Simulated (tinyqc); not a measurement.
Inside a calculation. Method: extended Hueckel theory, for PH3+. The parameters take no account of the charge, which enters only through the electron count. One step of it, computed by the program tinyqc.

Question. Wolfsberg-Helmholz matrix. H_ij = K' S_ij (H_ii + H_jj)/2 for i != j (the diagonal keeps H_ii), with K' = K + D^2 + D^4 (1 - K), D = (H_ii - H_jj)/(H_ii + H_jj), K = 2.

overlap S, order 1P 3s, 1P 3px, 1P 3py, 1P 3pz, 2H 1s, 3H 1s, 4H 1s:
$$\begin{pmatrix}
1.000000 & 0.000000 & 0.000000 & 0.000000 & 0.386580 & 0.386447 & 0.386447 \\
0.000000 & 1.000000 & 0.000000 & 0.000000 & 0.493010 & -0.246608 & -0.246608 \\
0.000000 & 0.000000 & 1.000000 & 0.000000 & 0.000000 & 0.426850 & -0.426850 \\
0.000000 & 0.000000 & 0.000000 & 1.000000 & -0.224061 & -0.223983 & -0.223983 \\
0.386580 & 0.493010 & 0.000000 & -0.224061 & 1.000000 & 0.064782 & 0.064782 \\
0.386447 & -0.246608 & 0.426850 & -0.223983 & 0.064782 & 1.000000 & 0.064814 \\
0.386447 & -0.246608 & -0.426850 & -0.223983 & 0.064782 & 0.064814 & 1.000000
\end{pmatrix}$$

diagonal H_ii (eV): 1P 3s -18.600000, 1P 3px -14.000000, 1P 3py -14.000000, 1P 3pz -14.000000, 2H 1s -13.600000, 3H 1s -13.600000, 4H 1s -13.600000

K = 2.000000

Give: H.

Answer.

H (eV), order 1P 3s, 1P 3px, 1P 3py, 1P 3pz, 2H 1s, 3H 1s, 4H 1s:
$$\begin{pmatrix}
-18.6000 & 0.0000 & 0.0000 & 0.0000 & -12.5943 & -12.5900 & -12.5900 \\
0.0000 & -14.0000 & 0.0000 & 0.0000 & -13.6085 & 6.8071 & 6.8071 \\
0.0000 & 0.0000 & -14.0000 & 0.0000 & 0.0000 & -11.7823 & 11.7823 \\
0.0000 & 0.0000 & 0.0000 & -14.0000 & 6.1847 & 6.1826 & 6.1826 \\
-12.5943 & -13.6085 & 0.0000 & 6.1847 & -13.6000 & -1.7621 & -1.7621 \\
-12.5900 & 6.8071 & -11.7823 & 6.1826 & -1.7621 & -13.6000 & -1.7629 \\
-12.5900 & 6.8071 & 11.7823 & 6.1826 & -1.7621 & -1.7629 & -13.6000
\end{pmatrix}$$
